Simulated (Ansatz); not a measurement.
Basis-set extrapolation for `CC1=COC1` (PBE0-D4/def2-TZVP geometry, frozen core, Ansatz 0.2.0). Multiplicity 1, RHF reference.

```json
{"": "HF", "def2-TZVPP": "-229.839448", "def2-QZVPP": "-229.849860"}
{"": "MP2 correlation", "def2-TZVPP": "-0.891128", "def2-QZVPP": "-0.951323"}
{"": "CCSD(T) correlation", "def2-TZVPP": "-0.962382", "def2-QZVPP": "not run"}
```

Energies in hartree. Use E(X) = E(∞) + A·exp(−7.88·√X) for Hartree–Fock and E(X) = E(∞) + B·X^(−2.97) for correlation, with X = 3 and 4, and add CCSD(T) minus MP2 of the smaller set to the MP2 limit.

Task: What is the CCSD(T) energy at the basis-set limit?

Result: HF limit: -229.849860 + (-0.010412) × 0.13774 = -229.85129. MP2 limit: -0.951323 + (-0.060195) × 0.74074 = -0.99591. Higher-order term: -0.962382 − (-0.891128) = -0.07125. Total: -230.91845 hartree, 306.2 kJ/mol below CCSD(T)/def2-TZVPP.
